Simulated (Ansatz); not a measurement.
Process, species as SMILES: F[C]F (closed-shell singlet) + 3 [H][H] (H2) → C (CH4) + 2 F (HF)
B3LYP-D3(BJ)/def2-TZVP geometries, fixed; electronic energies without zero-point terms.
Largest species:
```xyz
5

C      0.0000     0.0000     0.0000
H      0.6205     0.6269     0.6390
H     -0.6429    -0.6249     0.6185
H      0.6369    -0.6328    -0.6166
H     -0.6146     0.6308    -0.6409
```

Core correlation in the energy of full hydrogenation at CCSD(T) with Ansatz (a quantum-chemistry and plane-wave program), in kcal/mol: frozen core against all electrons. Core-valence sets carry the plain set on hydrogen. A restricted Hartree-Fock determinant is unstable towards unrestricted orbitals. Costs are rough ratios of core time on shared machines of one kind.

| basis | functions, most | frozen core | all electrons | core term (second minus first) | cost over frozen core |
|---|---|---|---|---|---|
| cc-pVDZ | 42 | -106.40 | -107.07 | -0.67 | - |
| cc-pCVDZ | 54 | -106.47 | -107.02 | -0.55 | - |
| cc-pVTZ | 90 | -112.05 | -115.46 | -3.41 | - |
| cc-pCVTZ | 129 | -111.61 | -112.50 | -0.89 | 1× |
| cc-pwCVTZ | 129 | -111.46 | -112.51 | -1.05 | 1× |
| cc-pVQZ | 175 | -114.88 | -116.96 | -2.08 | 1× |

The largest core-valence set, cc-pwCVTZ, gives a core term of -1.05 kcal/mol; the valence set cc-pVQZ, which lacks functions for the core, gives -2.08.
